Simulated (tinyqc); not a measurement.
MP2 on RHF in the sto-6g basis, for LiH, spin multiplicity 1, step by step. One step of it, computed by the program tinyqc.

Question. Second-order Moller-Plesset energy. E2 = sum_ijab (ia|jb) [2 (ia|jb) - (ib|ja)] / (e_i + e_j - e_a - e_b) over occupied i, j and virtual a, b; the opposite-spin part is (ia|jb)^2 / denominator, the rest is same-spin, and SCS-MP2 scales them by 6/5 and 1/3.

orbital energies (hartree): MO1 -2.389288, MO2 -0.280021, MO3 0.077798, MO4 0.162558, MO5 0.162558, MO6 0.528715

Two-electron integrals over orbitals (pq|rs), unique and non-zero (hartree):
```
(11|11) 1.664683    (21|11) -0.107997   (21|21) 0.012661    (22|11) 0.359420
(22|21) 0.005710    (22|22) 0.485522    (31|11) -0.142048   (31|21) 0.011396
(31|22) -0.014855   (31|31) 0.022941    (32|11) 0.016267    (32|21) -0.003175
(32|22) -0.048170   (32|31) -0.000212   (32|32) 0.012880    (33|11) 0.399436
(33|21) -0.010669   (33|22) 0.220818    (33|31) 0.001575    (33|32) 0.008110
(33|33) 0.338588    (41|41) 0.010052    (42|41) 0.007288    (42|42) 0.022640
(43|41) 0.010250    (43|42) 0.019102    (43|43) 0.041428    (44|11) 0.396955
(44|21) -0.003912   (44|22) 0.266711    (44|31) -0.004730   (44|32) 0.006471
(44|33) 0.282365    (44|44) 0.313125    (51|51) 0.010052    (52|51) 0.007288
(52|52) 0.022640    (53|51) 0.010250    (53|52) 0.019102    (53|53) 0.041428
(54|54) 0.016875    (55|11) 0.396955    (55|21) -0.003912   (55|22) 0.266711
(55|31) -0.004730   (55|32) 0.006471    (55|33) 0.282365    (55|44) 0.279374
(55|55) 0.313125    (61|11) 0.063034    (61|21) -0.009908   (61|22) -0.007158
(61|31) -0.003872   (61|32) 0.001986    (61|33) 0.011072    (61|44) 0.000793
(61|55) 0.000793    (61|61) 0.010134    (62|11) -0.050924   (62|21) 0.004053
(62|22) 0.125154    (62|31) 0.001526    (62|32) -0.034351   (62|33) -0.015184
(62|44) -0.019848   (62|55) -0.019848   (62|61) -0.000129   (62|62) 0.126026
(63|11) 0.014629    (63|21) -0.002990   (63|22) -0.050518   (63|31) 0.004542
(63|32) 0.009092    (63|33) 0.035555    (63|44) 0.002268    (63|55) 0.002268
(63|61) 0.004106    (63|62) -0.031137   (63|63) 0.025473    (64|41) -0.006247
(64|42) -0.019560   (64|43) -0.013885   (64|64) 0.020123    (65|51) -0.006247
(65|52) -0.019560   (65|53) -0.013885   (65|65) 0.020123    (66|11) 0.364222
(66|21) 0.002766    (66|22) 0.453367    (66|31) -0.011261   (66|32) -0.042352
(66|33) 0.240670    (66|44) 0.267970    (66|55) 0.267970    (66|61) -0.003608
(66|62) 0.130311    (66|63) -0.043073   (66|66) 0.452934
```

Hartree-Fock energy = -7.94885060 hartree

Give: Terms; Pair energies; MP2 correlation energy; SCS-MP2 correlation energy; MP2 total energy.

Answer.

Terms:
```
i  j  a  b    (ia|jb)    (ib|ja)  denominator       term
2  2  6  6     0.1260     0.1260      -1.6175    -0.0098
2  2  6  3    -0.0344    -0.0344      -1.1666    -0.0010
2  2  3  6    -0.0344    -0.0344      -1.1666    -0.0010
2  2  5  5     0.0226     0.0226      -0.8852    -0.0006
2  2  4  4     0.0226     0.0226      -0.8852    -0.0006
2  2  3  3     0.0129     0.0129      -0.7156  -2.32e-04
1  1  3  3     0.0229     0.0229      -4.9342  -1.07e-04
1  1  5  5     0.0101     0.0101      -5.1037  -1.98e-05
1  1  4  4     0.0101     0.0101      -5.1037  -1.98e-05
1  2  5  5     0.0073     0.0073      -2.9944  -1.77e-05
2  1  5  5     0.0073     0.0073      -2.9944  -1.77e-05
1  2  4  4     0.0073     0.0073      -2.9944  -1.77e-05
2  1  4  4     0.0073     0.0073      -2.9944  -1.77e-05
1  1  6  6     0.0101     0.0101      -5.8360  -1.76e-05
1  1  3  6    -0.0039    -0.0039      -5.3851  -2.78e-06
1  1  6  3    -0.0039    -0.0039      -5.3851  -2.78e-06
2  1  3  6     0.0020     0.0015      -3.2758  -1.48e-06
1  2  6  3     0.0020     0.0015      -3.2758  -1.48e-06
1  2  3  6     0.0015     0.0020      -3.2758  -4.96e-07
2  1  6  3     0.0015     0.0020      -3.2758  -4.96e-07
2  1  3  3  -2.12e-04  -2.12e-04      -2.8249  -1.59e-08
1  2  3  3  -2.12e-04  -2.12e-04      -2.8249  -1.59e-08
1  2  6  6  -1.29e-04  -1.29e-04      -3.7267  -4.44e-09
2  1  6  6  -1.29e-04  -1.29e-04      -3.7267  -4.44e-09
```

Pair energies (hartree; pair i-j sums ij and ji):
```
pair  opposite spin  same spin
1-1       -1.69e-04          0
2-1       -7.48e-05  -1.30e-07
2-2         -0.0132          0
```

MP2 correlation energy = -0.013477 hartree

SCS-MP2 correlation energy = -0.016172 hartree

MP2 total energy = -7.962327 hartree
